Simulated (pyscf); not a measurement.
Thermochemistry of product channels of HN=Ti(Cl)–Cl + H• on the doublet surface, in kJ/mol, from CCSD(T)/def2-TZVPP + ΔMP2(QZVPP) energies (ideal gas, 1 atm, RRHO with modes under 100 cm⁻¹ raised to 100, one conformer, R ln 2 for rigid chiral ones). Optimised with ωB97X-D3(BJ)/def2-SVP in PySCF. Correlated levels are frozen-core, on RHF or UHF. ΔMP2 is the change of the MP2 total energy from the triple- to the quadruple-zeta basis.

| products | ΔE | ΔH(298 K) | ΔG(298 K) | ΔG(900 K) |
|---|---|---|---|---|
| NH₂• + Cl–Ti–Cl [triplet] | +61.9 | +76.0 | +64.8 | +47.6 |
| NH [triplet] + [Cl–TiH–Cl]• | +220.7 | +218.5 | +202.4 | +173.0 |
| HN=TiH–Cl + Cl• | +179.5 | +188.4 | +184.0 | +178.4 |

These are energies of the channels, which say nothing of barriers. The CCSD(T) − MP2 part came from Ansatz, without density fitting, on the same reference. The frozen core leaves the outer d or s,p core shells of the metals and heavy elements correlated in the MP2 and CC values, and def2-TZVPP describes them poorly, which can shift differences by a few kcal/mol. Left out: orbital degeneracy and the spin-orbit lowering of Cl. The term symbol of open-shell Cl–Ti–Cl was not checked; spin-orbit terms and orbital degeneracy are left out. Open-shell species with a d-block atom are single-reference here; other states, and whether the spin sits on metal or ligand, were not checked.
